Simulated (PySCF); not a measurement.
**Electron affinity of Si by level of theory**

Si⁻ [Ne] 3s2 3p3 (4S) → Si [Ne] 3s2 3p2 (3P), as a difference of total energies. Calculation: PySCF 2.14, in aug-cc-pV(T+d)Z; the non-relativistic Hamiltonian (point nucleus). Correlated levels: valence: [Ne] frozen. The calculations carry no spin-orbit coupling.

| method | electron affinity (eV) | plus first-order spin-orbit estimate | error of that sum (eV) |
| --- | --- | --- | --- |
| UHF | 0.853 | 0.837 | -0.553 |
| MP2 (valence) | 1.390 | 1.374 | -0.016 |
| SCS-MP2 (valence) | 1.209 | 1.193 | -0.197 |
| CCSD (valence) | 1.328 | 1.312 | -0.078 |
| CCSD(T) (valence) | 1.388 | 1.372 | -0.018 |

Reference: 1.390 eV (measured; photodetachment measurements, as compiled on the Wikipedia data page of electron affinities).

A first-order spin-orbit estimate (lowest level to lowest level, LS coupling) adds -0.016 eV.

Errors of the correlated levels include the incompleteness of this basis and the frozen core.
